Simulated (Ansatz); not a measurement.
C4H8S can be A, `C=CCCS`, or B, `C[C@H]1C[C@@H]1S`.

Isolated molecules relaxed with PBE0-D4/def2-TZVP in Ansatz; ΔE leaves out vibrations. CCSD(T)/CBS is the MP2 limit (def2-TZVPP, def2-QZVPP) plus CCSD(T) − MP2 in def2-TZVPP, frozen cores. DFT in def2-TZVPP. One conformer a species, not always the lowest.

Task: Which isomer does CCSD(T)/CBS put lower? Give the gap. (Best estimate.)

Result: The calculation gave: A, by 3.8 kcal/mol.

Task: Give E(B) − E(A) in kcal/mol with CCSD/def2-TZVPP, CCSD(T)/def2-TZVPP, r2SCAN-D4, PBE-D4, PBE0-D4, MP2/def2-TZVPP, ωB97M-V. (Best estimate.)

Result: Ansatz gave: CCSD/def2-TZVPP 3.0, CCSD(T)/def2-TZVPP 3.4, r2SCAN-D4 1.1, PBE-D4 1.0, PBE0-D4 -0.4, MP2/def2-TZVPP 0.5, ωB97M-V 1.8. The order is the other way round with PBE0-D4.

Largest T1 diagnostic: 0.010.

The D4 term adds +0.7 kcal/mol with B3LYP and +0.4 kcal/mol with PBE0; it sums over pairs of atoms, weighted by their polarisabilities, and B3LYP, whose exchange is more repulsive, gets the larger term. In def2-TZVPP, CCSD(T) changes the Hartree–Fock value by −1.3 kcal/mol (the triples alone add +0.3 kcal/mol) and MP2 by −4.2 kcal/mol.

B3LYP here is the variant with VWN-RPA as its local correlation; programs differ in this.
